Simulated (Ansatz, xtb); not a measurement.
**C5H8S: which of two isomers lies lower**

Structure a: `C/C=C/C=C/S`, a singlet. Structure b: `C=C/C=C(/C)S`, a singlet. Both are isolated molecules in the gas phase, relaxed with PBE0-D3(BJ)/def2-SVP; the shapes shown needn't be the lowest conformers.

a (Å):

```yaml
atoms:
  - { symbol: C, position_ang: [1.3207, -3.0475, -0.4610] }
  - { symbol: C, position_ang: [-0.0112, -2.6645, 0.0852] }
  - { symbol: C, position_ang: [-0.6249, -1.4861, -0.1220] }
  - { symbol: C, position_ang: [-1.9207, -1.1301, 0.4174] }
  - { symbol: C, position_ang: [-2.5174, 0.0569, 0.1977] }
  - { symbol: S, position_ang: [-4.0652, 0.6159, 0.7811] }
  - { symbol: H, position_ang: [2.0316, -3.2902, 0.3475] }
  - { symbol: H, position_ang: [1.2515, -3.9502, -1.0921] }
  - { symbol: H, position_ang: [1.7587, -2.2413, -1.0680] }
  - { symbol: H, position_ang: [-0.5227, -3.4125, 0.7052] }
  - { symbol: H, position_ang: [-0.1243, -0.7295, -0.7399] }
  - { symbol: H, position_ang: [-2.4251, -1.8831, 1.0356] }
  - { symbol: H, position_ang: [-2.0209, 0.8149, -0.4185] }
  - { symbol: H, position_ang: [-4.3982, -0.4972, 1.4709] }
```

b (Å):

```yaml
atoms:
  - { symbol: C, position_ang: [-2.7763, 0.8293, -3.2129] }
  - { symbol: C, position_ang: [-2.0147, 0.0728, -2.4066] }
  - { symbol: C, position_ang: [-1.1493, 0.5981, -1.3727] }
  - { symbol: C, position_ang: [-0.4087, -0.0871, -0.4722] }
  - { symbol: C, position_ang: [0.4875, 0.5984, 0.5131] }
  - { symbol: S, position_ang: [-0.3445, -1.8412, -0.2838] }
  - { symbol: H, position_ang: [-2.7947, 1.9195, -3.1197] }
  - { symbol: H, position_ang: [-3.4019, 0.3834, -3.9891] }
  - { symbol: H, position_ang: [-2.0317, -1.0133, -2.5540] }
  - { symbol: H, position_ang: [-1.0806, 1.6904, -1.3148] }
  - { symbol: H, position_ang: [0.4785, 1.6852, 0.3543] }
  - { symbol: H, position_ang: [0.1729, 0.3894, 1.5486] }
  - { symbol: H, position_ang: [1.5274, 0.2448, 0.4146] }
  - { symbol: H, position_ang: [-1.3896, -2.1656, -1.0706] }
```

Quicker runs give these differences E(b) − E(a): GFN2-xTB +2.74 kcal/mol; HF/STO-3G +3.98 kcal/mol (at GFN2-xTB geometries); r2SCAN-D4/def2-SVP +0.47 kcal/mol (at GFN2-xTB geometries).

**Question.** Estimate E(b) − E(a) at the level CCSD(T)/def2-SVP + ΔMP2/def2-TZVPP.

**Answer.** CCSD(T)/def2-SVP + ΔMP2/def2-TZVPP gives E(b) − E(a) = −0.29 kcal/mol, slightly favouring structure b, which is too small a margin to settle the true order.

How the difference moves with the method:

```
                             level              geometry  E(b) − E(a) (kcal/mol)  departure from the last row (kcal/mol)  job, with rough time for the two
                          GFN2-xTB              GFN2-xTB                     +2.74                                   +3.03              optimisation, 0.13 s
                         HF/STO-3G              GFN2-xTB                     +3.98                                   +4.27              single point, 0.38 s
                r2SCAN-D4/def2-SVP              GFN2-xTB                     +0.47                                   +0.76               single point, 5.8 s
              PBE0-D3(BJ)/def2-SVP  PBE0-D3(BJ)/def2-SVP                     +0.68                                   +0.96                optimisation, 71 s
                       HF/def2-SVP  PBE0-D3(BJ)/def2-SVP                     +1.94                                   +2.22           part of the CCSD(T) run
                      MP2/def2-SVP  PBE0-D3(BJ)/def2-SVP                     −0.25                                   +0.04           part of the CCSD(T) run
                  CCSD(T)/def2-SVP  PBE0-D3(BJ)/def2-SVP                     +0.08                                   +0.37                      single point
CCSD(T)/def2-SVP + ΔMP2/def2-TZVPP  PBE0-D3(BJ)/def2-SVP                     −0.29                                                        single point, 81 s
```

As drawn, both hold the same kinds of bond in the same numbers.

The largest departure from CCSD(T)/def2-SVP + ΔMP2/def2-TZVPP is that of HF/STO-3G, 4.27 kcal/mol. The last row adds to CCSD(T) the change of the MP2 difference between the two basis sets, here −0.37 kcal/mol.

With thermal terms from frequencies at re-optimised GFN2-xTB minima (ideal gas, soft modes damped towards free rotors, one conformer each, 298.15 K, 1 atm): on the last row, ΔE + ΔZPE = −0.60, ΔH = −0.53, ΔG = −0.83 kcal/mol.

The correlated steps freeze 10 core orbitals. Run with Ansatz 0.2.0, xtb 6.7.1; the last row on 2 threads of Arm Neoverse V2 on a shared host.
